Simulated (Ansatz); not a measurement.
Results of PBEsol (PAW; Ansatz, a quantum-chemistry and plane-wave program) for Bi2S3 (Pnma, No. 62).

Numerical settings: plane-wave cutoff 520 eV, 4×8×4 k mesh (along the axes of the cell as run), Fermi–Dirac smearing 0.01 eV, scalar-relativistic PAW data made under PBE.

Cell (relaxed at this level):

```cif
data_Bi8S12
_chemical_formula_sum 'Bi8 S12'
_space_group_name_H-M_alt 'P 1'
_space_group_IT_number 1
_cell_length_a 11.17840
_cell_length_b 3.96594
_cell_length_c 10.94370
_cell_angle_alpha 90.000
_cell_angle_beta 90.000
_cell_angle_gamma 90.000
loop_
_space_group_symop_operation_xyz
  'x, y, z'
loop_
_atom_site_label
_atom_site_type_symbol
_atom_site_fract_x
_atom_site_fract_y
_atom_site_fract_z
_atom_site_occupancy
Bi1 Bi 0.49136 0.25000 0.32439 1
Bi2 Bi 0.00864 0.75000 0.82439 1
Bi3 Bi 0.99136 0.25000 0.17561 1
Bi4 Bi 0.50864 0.75000 0.67561 1
Bi5 Bi 0.33455 0.75000 0.03031 1
Bi6 Bi 0.16545 0.25000 0.53031 1
Bi7 Bi 0.83455 0.75000 0.46969 1
Bi8 Bi 0.66545 0.25000 0.96969 1
S1 S 0.28254 0.25000 0.19406 1
S2 S 0.21746 0.75000 0.69406 1
S3 S 0.78254 0.25000 0.30594 1
S4 S 0.71746 0.75000 0.80594 1
S5 S 0.54917 0.75000 0.12942 1
S6 S 0.95083 0.25000 0.62942 1
S7 S 0.04917 0.75000 0.37058 1
S8 S 0.45083 0.25000 0.87058 1
S9 S 0.37705 0.75000 0.44349 1
S10 S 0.12295 0.25000 0.94349 1
S11 S 0.87705 0.75000 0.05651 1
S12 S 0.62295 0.25000 0.55651 1
```

Q: Estimate the band gap and Γ–Γ gap that the calculation returns.

A: 
- band gap: 1.21 eV (on the SCF k mesh)
- Γ–Γ gap: 1.33 eV

Measured, for comparison: band gap 1.3 eV (temperature not stated, no zero-point or thermal correction; as tabulated in Wikipedia's data pages).

Note: the relaxation could not lower the start's symmetry, so the cell can be a saddle point above a distorted one.

Spin–orbit coupling is not included; with these elements it can move the gap by several tenths of an eV or more.
